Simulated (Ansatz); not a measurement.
# H5OPSi: the cost of one run

Method: RKS BHLYP-D4/def2-SVP, in Ansatz 0.2.0.

### 1 The structure to begin with

Bond lengths: O1–P2 1.608 Å, P2–Si3 2.223 Å, O1–H4 0.951 Å, P2–H5 1.428 Å, Si3–H6 1.518 Å, Si3–H7 1.505 Å, Si3–H8 1.427 Å. Angles: O1–P2–Si3 99.1°, O1–P2–H5 97.3°, Si3–P2–H5 97.0°, P2–O1–H4 109.1°, P2–Si3–H6 108.2°, P2–Si3–H7 110.6°, P2–Si3–H8 110.2°, H6–Si3–H7 107.3°, H6–Si3–H8 109.3°, H7–Si3–H8 111.1°.

Coordinates:

```xyz
8

O    -1.0514    0.4096   -1.4935
P    -0.3424    1.1656   -0.2643
Si    0.4805   -0.6007    0.8049
H    -1.9844    0.3451   -1.3234
H     0.8581    1.5323   -0.9442
H     1.3914   -0.1024    1.9121
H     1.3189   -1.4388   -0.1228
H    -0.5787   -1.3679    1.3753
```

### 2 End point A

File input.yaml:

```yaml
crystal:
  periodic: [false, false, false]
  atoms:
    - { symbol: O, position_ang: [-1.0514, 0.4096, -1.4935] }
    - { symbol: P, position_ang: [-0.3424, 1.1656, -0.2643] }
    - { symbol: Si, position_ang: [0.4805, -0.6007, 0.8049] }
    - { symbol: H, position_ang: [-1.9844, 0.3451, -1.3234] }
    - { symbol: H, position_ang: [0.8581, 1.5323, -0.9442] }
    - { symbol: H, position_ang: [1.3914, -0.1024, 1.9121] }
    - { symbol: H, position_ang: [1.3189, -1.4388, -0.1228] }
    - { symbol: H, position_ang: [-0.5787, -1.3679, 1.3753] }
basis:
  gaussian: { orbitals: def2-SVP }
hamiltonian:
  xc: { name: BHLYP }
  dispersion: d4
relax:
  f_tol: 0.02
  max_steps: 50
output:
  orbitals: {}
```

Command:

```console
$ ansatz run input.yaml --threads 1 --pin off --max-ram 2048MiB --backend cpu --events-out ev --progress --plain --runs-dir out
```

What time and memory should one allow on 1 thread of Arm Neoverse V2, shared host?

About 25 s, with a peak of 0.16 GiB.
